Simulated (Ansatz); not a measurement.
Results of HSE06 (Ansatz, an electronic-structure program, PAW) for rutile SnO₂.

Run with plane-wave cutoff 500 eV, 6×6×6 k mesh, gaussian smearing 0.02 eV, scalar-relativistic PAW data made under PBE.

Cell (relaxed with r²SCAN):

SnO$_{2}$ has the tetragonal space group P4₂/mnm (No. 136), the rutile structure, Pearson symbol tP6. Cell: a = b = 4.760 Å, c = 3.201 Å, α = β = γ = 90.00°. Sn on 2a is coordinated by 6 O at 2.059–2.066 Å (octahedral). O on 4f is surrounded by 3 Sn at 2.059–2.066 Å (trigonal planar). (Neighbours: up to the widest gap in distance over summed covalent radii, below 1.35, at either atom; cation-cation and far metal-metal contacts left out.)

Problem. Estimate the band gap that the calculation returns.

Solution. 
band gap: 2.84 eV (on the SCF k mesh)

Measured, for comparison: band gap 3.81 eV (zero-point renormalisation of 215 meV (computed, non-adiabatic AHC, without the lattice-expansion part) added back here to the 1.8 K gap of; inputs from Miglio et al. (2020), arXiv:2011.12765).

Note: cell and atoms aren't relaxed at this level (largest force component 0.04 eV/Å, pressure -1.4 GPa).

Spin–orbit coupling is not included.

The computed numbers hold no vibrational or temperature effects.

Cost on a shared machine: roughly 110 core-seconds.
